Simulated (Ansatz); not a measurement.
A calculation with Ansatz (development build ahead of 0.2.0).

```yaml
crystal:
  periodic: [false, false, false]
  atoms:
    - { symbol: B, position_ang: [0.59931, -0.87664, 0.02277] }
    - { symbol: O, position_ang: [1.00791, -2.42079, 2.1573] }
basis:
  gaussian: { orbitals: STO-3G }
total_charge: -1
hamiltonian:
  xc: hf
correlation:
  method: fci
  frozen_orbitals: { B: 1, O: 1 }
```

The input is written out in the form of the current development build from the run's settings.

The run gave:

| Property | Result |
| --- | --- |
| Converged | yes |
| Reference energy | -97.52847 hartree |
| Correlation energy | -0.19958 hartree |
| Total energy | -97.72805 hartree |
| State | lowest singlet root, of any spatial symmetry |

Caution: no diffuse functions for an anion; other spin multiplicities were not run.
